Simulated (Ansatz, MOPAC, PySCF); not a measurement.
Reaction (SMILES): C=C (C2H4) [ethene] + 2 [H][H] (H2) → 2 C (CH4)

Wanted: energy of full hydrogenation (enthalpy at 298 K), in kcal/mol. Terms: no spin-orbit coupling; dispersion terms only where a functional's name holds one; six Cartesian d functions in 6-31G* and its kin unless marked 5d; non-relativistic. Ab initio and DFT rows: single points at B3LYP-D3(BJ) geometries (Ansatz, an electronic-structure program), with unscaled harmonic terms from B3LYP/6-31G* at its own minima. Semi-empirical rows: MOPAC heats of formation at their own minima for 298 K.

| species | coefficient | E at M06-2X/6-31G* (5d) (PySCF), Eh | E at wB97X-V/def2-TZVPD (Ansatz), Eh | H(298 K) - E, kcal/mol | heat of formation at PM6 (MOPAC), kcal/mol |
|---|---|---|---|---|---|
| C=C (C2H4) | -1 | -78.53577 | -78.58890 | 34.64 | 15.71 |
| [H][H] (H2) | -2 | -1.16368 | -1.17238 | 8.44 | -25.73 |
| C (CH4) | +2 | -40.48157 | -40.51531 | 30.76 | -12.29 |

Measured values: Active Thermochemical Tables 1.112 (ions: stationary electron), as tabulated in the package chemicals; they hold spin-orbit and core effects, anharmonicity.  Value to compare with, the measured value: -48.2 kcal/mol. 1 Eh = 627.5095 kcal/mol.

Problem. Work the quantity out at each level, and compare with the measured value.

Solution. 
- M06-2X/6-31G* (5d): the sum of coefficient times E is -0.10001 Eh, or -62.76 kcal/mol; the thermal terms add 10.00. Result: -52.8 kcal/mol. Its error against the measured value is -4.6 kcal/mol.
- wB97X-V/def2-TZVPD: the sum of coefficient times E is -0.09696 Eh, or -60.84 kcal/mol; the thermal terms add 10.00. Result: -50.8 kcal/mol. Its error against the measured value is -2.6 kcal/mol.
- PM6: the sum of coefficient times heat of formation is 11.17 kcal/mol; it needs no thermal term. Its error against the measured value is 59.4 kcal/mol.
